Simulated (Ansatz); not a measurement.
# AlN (triplet): the correlation ladder at distance Al1–N2 = 3.357 Å, cc-pVDZ

Aim: climb from Hartree-Fock through coupled cluster and multireference methods for AlN (triplet) at one geometry and basis, and see what each rung misses.

The runs use Ansatz 0.2.0, Gaussian basis; cc-pVDZ, core rule «outside noble gas», up to 6 orbitals frozen.

Plan: UHF; CCSD(T) on ROHF; CCSD(T) on UHF; BCCD(T) on ROHF; CISD; CCSDT(Q) on ROHF; CCSDT(Q) on UHF; CCSDTQ on ROHF; CCSDTQ on UHF; CASSCF and MRCISD+Q, 4 electrons in 4 orbitals; CASSCF and NEVPT2, 4 electrons in 4 orbitals; CASSCF and MRCISD+Q, 8 electrons in 8 orbitals; CASSCF and MRCISD+Q(relaxed), 8 electrons in 8 orbitals; CASSCF and NEVPT2, 8 electrons in 8 orbitals; Full CI.

1 further run of the same task is left out (for a known fault of the program).

**1. The system**

The geometry derives from a PBE0/def2-TZVP stationary point (not a proven minimum). One bond is set to the value named and the two fragments are kept rigid.

2 atoms, charge 0, spin multiplicity 3.

Atoms are counted from 1 here; the program's logs count them from 0.

No contacts short enough for the rule that draws bonds.

Coordinates:

```xyz
2
AlN
Al    0.0000    0.0000    0.0000
N     0.0000    0.0000    3.3570
```

**2. UHF**

in.yaml reads:

```yaml
crystal:
  periodic: [false, false, false]
  atoms:
    - {symbol: Al, position_ang: [0.000000, 0.000000, 0.000000]}
    - {symbol: N, position_ang: [0.000000, 0.000000, 3.357000]}
basis:
  gaussian: {orbitals: cc-pVDZ}
magnetization: {spin_polarized: true, initial_magnetization: 2}
hamiltonian: {xc: hf}
output: {orbitals: {seedname: orbitals}}
```

The run is started by

```console
> ansatz run in.yaml --threads 1 --pin off --events-out ev --progress --plain --max-ram 8192MiB --backend cpu
```

The runs that follow: CCSD(T) on ROHF; CCSD(T) on UHF; BCCD(T) on ROHF; CISD; CCSDT(Q) on ROHF; CCSDT(Q) on UHF; CCSDTQ on ROHF; CCSDTQ on UHF; CASSCF and MRCISD+Q, 4 electrons in 4 orbitals; CASSCF and NEVPT2, 4 electrons in 4 orbitals; CASSCF and MRCISD+Q, 8 electrons in 8 orbitals; CASSCF and MRCISD+Q(relaxed), 8 electrons in 8 orbitals; CASSCF and NEVPT2, 8 electrons in 8 orbitals; Full CI.

**Question.** What will the summary of the whole plan be? Wanted: FCI below the RHF energy; RMP2 from FCI; UMP2 from FCI; RCCSD from FCI; RCCSD(T) from FCI; UCCSD(T) from FCI; RCCSDT(Q) from FCI; UCCSDT(Q) from FCI; NEVPT2 pair from FCI.

As calculated:

| quantity | value |
| --- | --- |
| FCI below the RHF energy | -6.3085 eV |
| RMP2 from FCI | +1979.0 meV |
| UMP2 from FCI | +1070.5 meV |
| RCCSD from FCI | +282.7 meV |
| RCCSD(T) from FCI | +47.9 meV |
| UCCSD(T) from FCI | +86.6 meV |
| RCCSDT(Q) from FCI | -9.5 meV |
| UCCSDT(Q) from FCI | +4.0 meV |
| NEVPT2 pair from FCI | +923.7 meV |
| MRCISD+Q pair from FCI | -38.6 meV |
| NEVPT2 valence from FCI | +767.7 meV |
| levels within 1 kcal/mol (43 meV) | RCCSDT, UCCSDT, RCCSDT(Q), UCCSDT(Q), RCCSDTQ, UCCSDTQ, MRCISD+Q pair, MRCISD+Q valence, MRCISD+Q(relaxed) valence |
| T1 diagnostic | 0.194 |
| effectively unpaired electrons | 3.33 |

**Reading.** RCCSD(T) lands +47.9 meV from the yardstick (0.8 % of the correlation energy). CCSD(T) misses by +47.9 meV on the restricted determinant and by +86.6 meV on the unrestricted one; the two need not hold the same state or core. RCCSDT(Q), MRCISD+Q pair, MRCISD+Q(relaxed) valence fall below full CI, which methods that aren't variational can do. With 3.3 effectively unpaired electrons against 2 the state is strongly multireference. Coupled cluster on one determinant still stays close here. Of the multireference levels listed MRCISD+Q valence comes nearest in total energy (+0.7 meV), which doesn't show that its space is the better one. Coupled cluster took another determinant than the lowest Hartree-Fock one. These misses are within one basis, not against nature; the frozen cores of restricted and unrestricted runs differ, which can shift their rows.
